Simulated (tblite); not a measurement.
C₃H₅S (charge -1).
Numbering: `[S-:1][CH:2]1[CH2:3][CH2:4]1` (hydrogens: H5 on C2; H6, H7 on C3; H8, H9 on C4)

Computed with GFN2-xTB (tblite), gas phase: Langevin dynamics at 300 K from the optimised GFN2-xTB geometry, time step 0.5 fs, friction 0.01 fs⁻¹, 2000 steps. The instantaneous temperature is 2·E(kin)/(3Nk) with all 3N coordinates.

| t (fs) | T (K) | E(pot) above start (eV) | S1–C2 (Å) | C2–C3 (Å) | C3–C4 (Å) | C2–C4 (Å) | C2–H5 (Å) |
| --- | --- | --- | --- | --- | --- | --- | --- |
| 0 | 279 | 0.000 | 1.767 | 1.506 | 1.503 | 1.506 | 1.093 |
| 25 | 170 | 0.214 | 1.729 | 1.509 | 1.487 | 1.508 | 1.104 |
| 50 | 197 | 0.182 | 1.793 | 1.508 | 1.527 | 1.530 | 1.103 |
| 75 | 200 | 0.173 | 1.754 | 1.503 | 1.552 | 1.493 | 1.096 |
| 100 | 183 | 0.314 | 1.753 | 1.479 | 1.497 | 1.538 | 1.067 |
| 125 | 280 | 0.162 | 1.779 | 1.520 | 1.473 | 1.527 | 1.062 |
| 150 | 316 | 0.152 | 1.738 | 1.534 | 1.521 | 1.492 | 1.101 |
| 175 | 242 | 0.201 | 1.817 | 1.507 | 1.539 | 1.501 | 1.122 |
| 200 | 272 | 0.153 | 1.756 | 1.519 | 1.531 | 1.517 | 1.150 |
| 225 | 193 | 0.321 | 1.718 | 1.511 | 1.514 | 1.547 | 1.120 |
| 250 | 177 | 0.435 | 1.814 | 1.501 | 1.542 | 1.493 | 1.116 |
| 275 | 345 | 0.277 | 1.758 | 1.542 | 1.498 | 1.520 | 1.111 |
| 300 | 274 | 0.409 | 1.766 | 1.531 | 1.464 | 1.510 | 1.081 |
| 325 | 320 | 0.272 | 1.807 | 1.522 | 1.530 | 1.508 | 1.041 |
| 350 | 393 | 0.220 | 1.732 | 1.494 | 1.529 | 1.517 | 1.072 |
| 375 | 245 | 0.352 | 1.774 | 1.521 | 1.522 | 1.497 | 1.123 |
| 400 | 346 | 0.222 | 1.760 | 1.501 | 1.485 | 1.546 | 1.119 |
| 425 | 320 | 0.208 | 1.787 | 1.534 | 1.516 | 1.531 | 1.103 |
| 450 | 184 | 0.323 | 1.770 | 1.504 | 1.557 | 1.459 | 1.069 |
| 475 | 310 | 0.206 | 1.777 | 1.495 | 1.508 | 1.556 | 1.060 |
| 500 | 344 | 0.310 | 1.701 | 1.501 | 1.475 | 1.556 | 1.062 |
| 525 | 316 | 0.318 | 1.849 | 1.541 | 1.528 | 1.496 | 1.097 |
| 550 | 299 | 0.345 | 1.684 | 1.506 | 1.543 | 1.481 | 1.115 |
| 575 | 438 | 0.269 | 1.865 | 1.502 | 1.466 | 1.511 | 1.092 |
| 600 | 193 | 0.472 | 1.702 | 1.483 | 1.460 | 1.515 | 1.109 |
| 625 | 344 | 0.265 | 1.846 | 1.496 | 1.484 | 1.479 | 1.098 |
| 650 | 203 | 0.320 | 1.708 | 1.480 | 1.522 | 1.451 | 1.081 |
| 675 | 231 | 0.307 | 1.858 | 1.486 | 1.479 | 1.500 | 1.055 |
| 700 | 236 | 0.321 | 1.703 | 1.464 | 1.486 | 1.475 | 1.098 |
| 725 | 331 | 0.238 | 1.882 | 1.511 | 1.491 | 1.486 | 1.112 |
| 750 | 272 | 0.278 | 1.719 | 1.485 | 1.484 | 1.516 | 1.107 |
| 775 | 358 | 0.234 | 1.780 | 1.541 | 1.494 | 1.559 | 1.096 |
| 800 | 293 | 0.253 | 1.755 | 1.559 | 1.556 | 1.465 | 1.100 |
| 825 | 243 | 0.190 | 1.818 | 1.514 | 1.551 | 1.520 | 1.091 |
| 850 | 262 | 0.261 | 1.755 | 1.511 | 1.542 | 1.565 | 1.099 |
| 875 | 307 | 0.318 | 1.797 | 1.617 | 1.517 | 1.481 | 1.097 |
| 900 | 376 | 0.207 | 1.731 | 1.528 | 1.544 | 1.546 | 1.107 |
| 925 | 232 | 0.241 | 1.804 | 1.483 | 1.507 | 1.582 | 1.091 |
| 950 | 236 | 0.177 | 1.759 | 1.559 | 1.544 | 1.480 | 1.071 |
| 975 | 243 | 0.254 | 1.787 | 1.490 | 1.545 | 1.542 | 1.084 |
| 1000 | 274 | 0.171 | 1.740 | 1.465 | 1.540 | 1.536 | 1.070 |

Q: From 500 fs on, how do temperature and potential energy compare with equipartition?

A: The mean temperature of these 21 frames is 287 K against the target 300 K, and the mean potential energy 0.27 eV against 21 × kT/2 = 0.27 eV for 21 classical harmonic modes. For 9 atoms in a canonical ensemble the temperature itself scatters by T·√(2/(3N)) = 82 K; here its standard deviation is 61 K. The whole run lasts only 10 friction times of 100 fs, so these averages carry a wide statistical error.

Q: What are the kinetic and total energies of the listed frame with the highest potential energy?

A: The one at 600 fs, 0.472 eV above the start. Its kinetic energy is 3NkT/2 = 0.225 eV at 193 K, so the sum is 0.70 eV; over the listed frames the sum runs from 0.32 to 0.78 eV, since the thermostat adds and removes energy.

Q: How much do the listed bonds fluctuate from 500 fs on?

A: 
| bond | at the start (Å) | mean (Å) | standard deviation (Å) |
| --- | --- | --- | --- |
| S1–C2 | 1.767 | 1.773 | 0.060 |
| C2–C3 | 1.506 | 1.511 | 0.036 |
| C3–C4 | 1.503 | 1.512 | 0.031 |
| C2–C4 | 1.506 | 1.512 | 0.036 |
| C2–H5 | 1.093 | 1.092 | 0.016 |

The motion is classical and holds no zero-point motion.

What follows is the cost of the whole dynamics run. Hardware: one thread, Arm Neoverse V2 (aarch64), shared host. Cost: 4.4 s wall, 0.18 GiB resident at most.
